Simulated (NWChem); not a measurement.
# SiH2Cl2 (SMILES Cl[SiH2]Cl): levels of theory compared

We compute a comparison of 6 runs (B3LYP/6-311+G**, M06-L/6-311+G**, PBE/6-311+G**, TPSS/6-311+G**, revPBE/6-311+G**, CCSD(T)/6-311+G**) of SiH2Cl2. 

The calculation is run with NWChem 7.3.0.

### Step 1. Starting point

The species is SiH2Cl2 (5 atoms), meant as a singlet with charge 0. SMILES: `Cl[SiH2]Cl`. Geometry: relaxed at PBE0-D4/def2-TZVP.

Bond lengths: Cl1–Si2 2.040 Å, Si2–Cl3 2.040 Å, Si2–H4 1.476 Å, Si2–H5 1.476 Å. Angles: Cl1–Si2–Cl3 110.1°, Cl1–Si2–H4 108.5°, Cl1–Si2–H5 108.5°, Cl3–Si2–H4 108.5°, Cl3–Si2–H5 108.5°, H4–Si2–H5 112.7°.

### Step 2. Energy and gradient at B3LYP/6-311+G(d,p) (run 1)

cl2h2si.nw reads:

```
start cl2h2si
title "Cl2H2Si"
memory stack 880 mb heap 220 mb global 1100 mb

geometry units bohr noautosym nocenter noautoz
   Cl    -1.95794524    -0.74341826     3.04113625
   Si     0.25851453    -0.13549336    -0.05461309
   Cl    -1.51026912     2.26162423    -2.50199739
   H      0.66518360    -2.57418493    -1.34397322
   H      2.63900253     1.05182156     0.78121278
end

basis spherical bse
   * library 6-311+G**
end

dft
   xc b3lyp
   grid fine
   convergence energy 1e-08
   maxiter 100
   mulliken
end

task dft gradient
```

Run with:

```bash
$ nwchem cl2h2si.nw > cl2h2si.out
```

The program printed:

```text
[...]
          Wavefunction type:  closed shell.
          No. of atoms     :     5
          No. of electrons :    50
[...]
          Charge           :     0
          Spin multiplicity:     1
[...]
          AO basis - number of functions:   102
[...]
              XC Information
              --------------
                         B3LYP Method XC Potential
                     Hartree-Fock (Exact) Exchange  0.200
                        Slater Exchange Functional  0.800 local
                    Becke 1988 Exchange Functional  0.720 non-local
              Lee-Yang-Parr Correlation Functional  0.810
                  VWN I RPA Correlation Functional  0.190 local
[...]
 d= 0,ls=0.0,diis     1  -1211.2045015970 -1.40D+03  9.38D-03  1.73D+00     2.0
[...]
 d= 0,ls=0.0,diis     8  -1211.2646692526 -1.73D-09  1.41D-06  2.38D-08    10.6
         Total DFT energy =    -1211.264669252643
      One electron energy =    -2055.454395321298
           Coulomb energy =      730.485062030438
    Exchange-Corr. energy =      -78.258757022805
 Nuclear repulsion energy =      191.963421061022
[...]
      Total Density - Mulliken Population Analysis
     ---------------------------------------------
    Atom       Charge   Shell Charges
 -----------   ------   -------------------------------------------------------
    1 Cl  17    17.15   0.78  1.19  0.89  1.09  1.02  1.02  7.43 -1.52  1.09  2.99  1.37 -0.09 -0.12  0.02
    2 Si  14    13.53   0.79  1.18  0.95  1.04  0.87  0.39  1.98  3.89  0.65  1.33  0.01  0.11  0.11  0.24
    3 Cl  17    17.15   0.78  1.19  0.89  1.09  1.02  1.02  7.43 -1.52  1.09  2.99  1.37 -0.09 -0.12  0.02
    4 H    1     1.08   0.25  0.57  0.25  0.01
    5 H    1     1.08   0.25  0.57  0.25  0.01
[...]
  wavefunction    = closed shell
                         DFT ENERGY GRADIENTS
    atom               coordinates                        gradient
                 x          y          z           x          y          z
   1 Cl     -1.957945  -0.743418   3.041136    0.004990   0.001788  -0.007687
   2 Si      0.258515  -0.135493  -0.054613   -0.009924   0.004470   0.001597
   3 Cl     -1.510269   2.261624  -2.501997    0.003885  -0.005790   0.006267
   4 H       0.665184  -2.574185  -1.343973    0.000295  -0.000654  -0.000335
   5 H       2.639003   1.051822   0.781213    0.000754   0.000186   0.000158
[...]
```

It took 15 s on 1 thread of Intel Xeon 6975P-C (Granite Rapids), shared host; peak memory 0.12 GiB.

### Step 3. Energy and gradient at M06-L/6-311+G(d,p) (run 2)

cl2h2si.nw reads:

```
start cl2h2si
title "Cl2H2Si gradient"
memory total 2200 mb

geometry units angstrom noautosym nocenter noautoz
  Cl   -1.036100   -0.393400    1.609300
  Si    0.136800   -0.071700   -0.028900
  Cl   -0.799200    1.196800   -1.324000
  H     0.352000   -1.362200   -0.711200
  H     1.396500    0.556600    0.413400
end

basis "ao basis" spherical bse
  * library 6-311+G**
end

dft
  xc m06-l
  grid fine
  convergence energy 1e-08
  iterations 100
  mulliken
end

task dft gradient
```

Run with:

```bash
$ nwchem cl2h2si.nw > cl2h2si.out
```

The program printed:

```text
[...]
          Wavefunction type:  closed shell.
          No. of atoms     :     5
          No. of electrons :    50
[...]
          Charge           :     0
          Spin multiplicity:     1
[...]
          AO basis - number of functions:   102
[...]
              XC Information
              --------------
                        M06-L Method XC Functional
                         M06-L Exchange Functional  1.000
                       M06-L Correlation Potential  1.000
[...]
 d= 0,ls=0.0,diis     1  -1211.1578555997 -1.40D+03  1.10D-02  1.07D+00     1.7
[...]
 d= 0,ls=0.0,diis    10  -1211.2024905591 -3.14D-09  5.07D-07  2.15D-09    13.5
         Total DFT energy =    -1211.202490559133
      One electron energy =    -2055.797724463004
           Coulomb energy =      730.919785584148
    Exchange-Corr. energy =      -78.287986572574
 Nuclear repulsion energy =      191.963434892297
[...]
      Total Density - Mulliken Population Analysis
     ---------------------------------------------
    Atom       Charge   Shell Charges
 -----------   ------   -------------------------------------------------------
    1 Cl  17    17.11   0.78  1.19  0.91  1.07  0.99  1.09  7.38 -1.49  1.06  3.09  1.35 -0.15 -0.18  0.02
    2 Si  14    13.60   0.79  1.18  0.97  1.02  0.84  0.48  1.95  3.93  0.59  1.40 -0.07  0.15  0.14  0.24
    3 Cl  17    17.11   0.78  1.19  0.91  1.07  0.99  1.09  7.38 -1.49  1.06  3.09  1.35 -0.15 -0.18  0.02
    4 H    1     1.09   0.25  0.61  0.22  0.01
    5 H    1     1.09   0.25  0.61  0.22  0.01
[...]
  wavefunction    = closed shell
                         DFT ENERGY GRADIENTS
    atom               coordinates                        gradient
                 x          y          z           x          y          z
   1 Cl     -1.957945  -0.743418   3.041136    0.000596   0.000262  -0.001003
   2 Si      0.258515  -0.135493  -0.054613   -0.004452   0.002013   0.000707
   3 Cl     -1.510269   2.261624  -2.501997    0.000468  -0.000757   0.000854
   4 H       0.665184  -2.574185  -1.343973    0.000701  -0.002582  -0.001348
   5 H       2.639002   1.051821   0.781213    0.002687   0.001064   0.000790
[...]
```

Run time: 19 s. Hardware: 1 thread of Intel Xeon 6975P-C (Granite Rapids), shared host; peak memory 0.12 GiB.

Runs 3 to 5 aren't shown in full; the table further down has their settings and results.

### Step 4. A single-point energy at CCSD(T)/6-311+G(d,p) (run 6)

input.nw reads:

```
start input
title "Cl2H2Si"
memory total 2200 mb
charge 0

geometry noautosym nocenter noautoz
   Cl    -1.036100    -0.393400     1.609300
   Si     0.136800    -0.071700    -0.028900
   Cl    -0.799200     1.196800    -1.324000
   H      0.352000    -1.362200    -0.711200
   H      1.396500     0.556600     0.413400
end

basis "ao basis" spherical bse
   * library 6-311+G**
end

scf
   singlet
   rhf
   thresh 1e-08
   maxiter 80
   print medium
end

ccsd
   freeze core 15
   maxiter 60
end

task ccsd(t) energy
```

Run with:

```bash
$ nwchem input.nw > input.out
```

The program printed:

```text
[...]
  functions       =   102
[...]
  wavefunction    = RHF
[...]
         Total SCF energy =  -1209.216287781117
      One-electron energy =  -2054.951581667610
      Two-electron energy =    653.771858994196
 Nuclear repulsion energy =    191.963434892297
        Time for solution =      9.2s
[...]
 Total MP2 energy:          -1209.585933535323875
[...]
             energy      energy      error      ampl     ampl      Block
                                                time     time      time
[...]
 Total CCSD energy:          -1209.624729422567043
[...]
 Total CCSD+T(CCSD) energy:          -1209.635236303698548
[...]
 Total CCSD(T) energy:               -1209.634958532420796
[...]
```

Run time: 100 s. Hardware: 1 thread of Intel Xeon 6975P-C (Granite Rapids), shared host; peak memory 0.27 GiB.

### Step 5. All runs side by side

| run | level | task | integration grid | energy (Eh) | dipole moment (D) | HOMO energy (eV) | LUMO energy (eV) | wall time |
| --- | --- | --- | --- | --- | --- | --- | --- | --- |
| 1 | B3LYP/6-311+G** | gradient | fine | -1211.264669 | 1.57 | -8.97 | -0.59 | 15 s |
| 2 | M06-L/6-311+G** | gradient | fine | -1211.202491 | 1.46 | -8.12 | -0.66 | 19 s |
| 3 | PBE/6-311+G** | gradient | fine | -1210.681048 | 1.47 | – | – | 13 s |
| 4 | TPSS/6-311+G** | gradient | fine | -1211.279133 | 1.49 | -8.01 | -0.98 | 16 s |
| 5 | revPBE/6-311+G** | gradient | fine | -1210.979165 | 1.45 | -7.81 | -1.14 | 13 s |
| 6 | CCSD(T)/6-311+G** | energy | – | -1209.634959 | – | -12.48 | 1.51 | 100 s |

### Step 6. Results

```
                                           quantity           value
                                run 6: total energy  -1209.63496 Eh
         run 6: HOMO energy (Hartree–Fock orbitals)       -12.48 eV
         run 6: LUMO energy (Hartree–Fock orbitals)         1.51 eV
       run 6: HOMO–LUMO gap (Hartree–Fock orbitals)        14.00 eV
run 6: correlation energy (15 core orbitals frozen)      -418.7 mEh
                              run 6: (T) correction      -10.23 mEh
```

**Reading.** Over runs 1, 2, 3, 4, 5 the dipole moment (its size) runs from 1.45 D (revPBE/6-311+G**) to 1.57 D (B3LYP/6-311+G**). Over runs 1, 2, 4, 5 the HOMO–LUMO gap runs from 6.67 eV (revPBE/6-311+G**) to 8.38 eV (B3LYP/6-311+G**). Totals of different functionals can't be ranked against each other. All runs together took 2.9 min, the longest 100 s.
